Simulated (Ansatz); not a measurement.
1T (CdI2-type) HfS2, treated with LDA in Ansatz (plane waves, PAW).

Run with plane-wave cutoff 500 eV, 12×12×6 k mesh (along the axes of the cell as run), gaussian smearing 0.02 eV, scalar-relativistic PAW data made under PBE.

Computed at the level's own relaxed cell.

Task: What does this level give for the volume per atom, lattice constant a, lattice parameter c and band gap?

Result: 
volume per atom: 20.74 Å³/atom
lattice constant a: 3.556 Å
lattice parameter c: 5.682 Å
band gap: 0.58 eV (on the SCF k mesh)

Measured, for comparison: band gap 1.8 eV (temperature not stated, not corrected to a static lattice, fundamental, indirect, our sources range from 1.80 to 1.96; as tabulated in Rybak et al. (2022), arXiv:2210.12074); lattice constant a 3.635 Å (temperature not stated, not corrected to a static lattice; as tabulated in Björkman (2014), arXiv:1406.2436); lattice parameter c 5.83 Å (temperature not stated, zero-point anharmonic expansion removed (computed with revB86b-DF2); no thermal correction; as tabulated in Björkman (2014), arXiv:1406.2436). Computed (rounded) less measured: lattice constant a -2.2 %, lattice parameter c -2.5 %.

Spin–orbit coupling is not included.

The result took about 60 core-seconds (a rough figure).

Ansatz is an electronic-structure program.
